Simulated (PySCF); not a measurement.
# C5H8O: the cost of one run

Programs: PySCF 2.14.0, with density-fitted response routines of our own. Each step states its level of theory. These are calculated values for one molecule in the gas phase, unless marked as measured. Atoms count from 0, in the outputs and in this text.

### Step 1. The molecule as given

14 atoms, charge 0, multiplicity 1; geometry from: MMFF94s.

Bonds of the start (Å): C0–C1 1.50, C1–C2 1.34, C2–C3 1.49, C3–C4 1.51, C3–O5 1.23, C0–H6 1.09, C0–H7 1.09, C0–H8 1.09, C1–H9 1.09, C2–H10 1.09, C4–H11 1.09, C4–H12 1.09, C4–H13 1.09.

### Step 2. Optimising the geometry at PBE0-D3(BJ)/def2-SVP

Job settings and geometry (Å):

```
{"job": {"xc": "PBE0", "basis": "def2-SVP", "d3": "d3bj", "grid": 1, "kind": "geom"}, "charge": 0, "multiplicity": 1}
C      2.293117    -0.588863     0.130044
C      0.810249    -0.400327     0.090134
C      0.225886     0.776537    -0.178982
C     -1.244778     1.005799    -0.228279
C     -2.188880    -0.136673     0.036456
O     -1.655599     2.136360    -0.487154
H      2.596875    -0.940942     1.120614
H      2.835375     0.337562    -0.084117
H      2.592887    -1.338382    -0.608752
H      0.220349    -1.289224     0.295779
H      0.816045     1.665311    -0.384599
H     -2.038807    -0.522816     1.047932
H     -3.219873     0.221464    -0.043474
H     -2.042848    -0.925807    -0.705603
```

Command:

```console
OMP_NUM_THREADS=1 python probes_run.py task.json out
```

This one command runs all jobs of the session in turn.

**Question.** How long does this first job take on 1 thread of Arm Neoverse V1, shared host, and how much memory does it need?

About 50 s, with a peak of 0.5 GiB.
